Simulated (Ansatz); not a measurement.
For trigonal Te, BLYP in Ansatz (plane waves, PAW) gives:

| Quantity | Value |
|---|---|
| equilibrium lattice constant a | 5.216 Å |
| c axis length | 5.915 Å |
| bulk modulus | 2.02 GPa |
| cohesive energy | 2.04 eV/atom |

**Question.** What does r²SCAN+rVV10 (PAW; Ansatz, a first-principles code) give for the same quantities?

**Answer.** 
- lattice constant a: 4.470 Å (falls by 14 %)
- lattice parameter c: 5.948 Å (increases by 0.6 %)
- bulk modulus: 20.3 GPa (increases by 900 %)
- cohesive energy: 2.51 eV/atom (grows by 0.47 eV/atom)

For comparison: lattice constant a 4.456 Å (measured, 293 K, not corrected to a static lattice; as tabulated in Wikipedia's data pages); lattice parameter c 5.928 Å (measured, 293 K, no zero-point or thermal correction; as tabulated in Wikipedia's data pages); bulk modulus 19 GPa (measured, temperature not stated, no zero-point or thermal correction; as tabulated in Yi et al. (2018), arXiv:1712.00894).

Changes are worked out from the printed values.

Unless a cell is named, each level is at its own relaxed cell (BLYP 46.46, r²SCAN+rVV10 34.31 Å³/atom).

Levels without +SOC leave out spin–orbit coupling, which shifts energies and cells of such heavy elements.

Caveats: for a layered or molecular solid the relaxed cell lies over 5 % above the published volume, where the minimum can be shallow (BLYP); the cell comes from a level without a dispersion term, which matters for the spacing of layers, chains or molecules (BLYP). Ansatz's density-functional and Hartree–Fock values are scalar-relativistic unless marked +SOC, with PAW data made under PBE.
